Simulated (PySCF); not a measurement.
Electron affinity of F by level of theory

F- [Ne] (1S) → F [He] 2s2 2p5 (2P), as a difference of total energies. All numbers are calculated (PySCF 2.14, the spin-free X2C one-electron Hamiltonian (Gaussian nucleus), in aug-cc-pCVTZ-DK with one added diffuse shell each of s, p, d, f type (8s7p5d3f, 75 functions)). Correlated levels: valence: 1s2 frozen; valence and next inner shell: nothing frozen. The calculations carry no spin-orbit coupling.

```json
{"method": "UHF", "electron affinity (eV)": "1.183"}
{"method": "LDA", "electron affinity (eV)": "4.142"}
{"method": "PBE0", "electron affinity (eV)": "3.243"}
{"method": "r2SCAN", "electron affinity (eV)": "3.323"}
{"method": "HSE06", "electron affinity (eV)": "3.242"}
{"method": "TPSSh", "electron affinity (eV)": "3.287"}
{"method": "wB97X-V", "electron affinity (eV)": "3.369"}
{"method": "MP2 (valence)", "electron affinity (eV)": "3.646"}
{"method": "SCS-MP2 (valence)", "electron affinity (eV)": "3.461"}
{"method": "MP2 (valence and next inner shell)", "electron affinity (eV)": "3.652"}
{"method": "SCS-MP2 (valence and next inner shell)", "electron affinity (eV)": "3.463"}
```

Problem. Estimate what B3LYP gives.

Solution. 3.534 eV, closest to SCS-MP2 (valence and next inner shell) among the rows shown.

Problem. Estimate what PBE gives.

Solution. 3.676 eV, closest to MP2 (valence and next inner shell) among the rows shown.

A first-order spin-orbit estimate (lowest level to lowest level, LS coupling) adds -0.017 eV.

Errors of the correlated levels include the incompleteness of this basis and the frozen core.

In the anion the highest occupied orbital energy is positive at LDA, PBE, r2SCAN, HSE06, TPSSh, a self-interaction effect; the basis confines that electron, and the energy difference can still be sensible.

For comparison: 3.401 eV (measured; photodetachment measurements, as compiled on the Wikipedia data page of electron affinities).
